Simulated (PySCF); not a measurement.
Gas-phase reaction: 2 HCl + 2 AlHCl2 + Al2O2 = 2 AlCl3.H2O + 2 Al

Computed with PySCF (xtb for GFN2) and rigid-rotor harmonic-oscillator thermochemistry at 1 bar. S°(298 K) at PBE0/def2-TZVP differs from the NASA 1993 table for Al2O2 (-11 J/mol/K); whether the harmonic model or the table's entry is off was not settled. † marks an energy on the PBE0/def2-TZVP geometry and frequencies; other levels use their own. MP2 and CCSD(T) freeze the core. 6-31G* has spherical d functions here. Open shells (unrestricted): Al (multiplicity 2, electronic degeneracy 6); the rest are closed-shell singlets. GFN2 has no spin-polarisation term. Spin-orbit splitting is ignored; it lowers the true energy and changes the entropy of Al. B3LYP is the form with VWN-RPA correlation. Adducts (AlCl3.H2O) have no counterpoise correction, and HF, PBE, BLYP, B3LYP and PBE0 lack dispersion. AlHCl2, AlCl3.H2O: computed as isolated molecules; such fragments, hydroxides, amides, oligomers or adducts are transient or little studied in the gas. MP2 isn't extrapolated to the basis-set limit; its ΔH°(298 K) is 13.1 kJ in def2-SVP and 78.1 kJ in def2-TZVPP. CCSD(T) isn't extrapolated to the basis-set limit; its ΔH°(298 K) is 6.1 kJ in def2-SVP and 59.0 kJ in def2-TZVPP. The harmonic model lacks anharmonicity and excited electronic states, which grow with temperature; levels with a mode under 35 cm⁻¹ are left out. Strong static correlation: Al2O2. Soft modes under 120 cm⁻¹ make the harmonic entropy rough for AlCl3.H2O. Warning, large T1 diagnostic: Al2O2 (CCSD(T)/def2-SVP†, CCSD(T)/def2-TZVPP†).

| level | ΔE electronic, kJ | ΔH°(298 K), kJ | ΔS°(298 K), J/K | ΔG°(1800 K), kJ |
|---|---|---|---|---|
| B3LYP/6-31G* | -10 | 41 | -142 | 259 |
| BLYP/def2-TZVP† | 89 | 141 | -137 | 348 |
| CCSD(T)/def2-SVP† | -45 | 6 | -137 | 213 |
| CCSD(T)/def2-TZVPP† | 7 | 59 | -137 | 266 |
| GFN2-xTB | 629 | 673 | -90 | 785 |
| HF/def2-TZVP† | -214 | -162 | -137 | 45 |
| M06-2X/def2-TZVP† | -40 | 12 | -137 | 219 |
| MP2/def2-SVP† | -38 | 13 | -137 | 220 |
ΔH° is lowest at HF/def2-TZVP† and highest at GFN2-xTB. No reference value is set beside these.
